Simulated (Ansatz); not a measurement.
Molecule: C$_{4}$H$_{3}$S (charge 0, doublet). It need not be the lowest isomer of its formula. 
Structure (B3LYP-D3(BJ)/def2-TZVP (Ansatz, a quantum-chemistry and plane-wave program) minimum search):
SMILES: [c]1ccsc1
```xyz
8

S      0.0011     0.0182     1.1362
C      0.0026     1.2954    -0.0469
C     -0.0025    -1.2024    -0.0775
C      0.0003     0.7306    -1.2666
C     -0.0026    -0.6765    -1.3412
H      0.0050     2.3282     0.2558
H     -0.0044    -2.2424     0.2072
H     -0.0047    -1.2602    -2.2485
```
Charge 0, spin multiplicity 2.

Basis-set convergence of Hartree-Fock and CCSD correlation energies (hartree) with Ansatz. Valence correlation only, unless marked. Open shells are spin-unrestricted. No spin-orbit coupling. No relativistic terms.

The UHF reference is spin-contaminated (<S^2> 0.37 over the pure value in the largest basis). 

```
basis        functions       E(HF)  E(corr, CCSD)
-----------  ---------  ----------  -------------
cc-pV(D+d)Z         94  -550.67868       -0.65782
cc-pV(T+d)Z        201  (withheld)     (withheld)
```

What belongs in the gaps?


- cc-pV(T+d)Z, E(HF): -550.73265
- cc-pV(T+d)Z, E(corr, CCSD): -0.79334
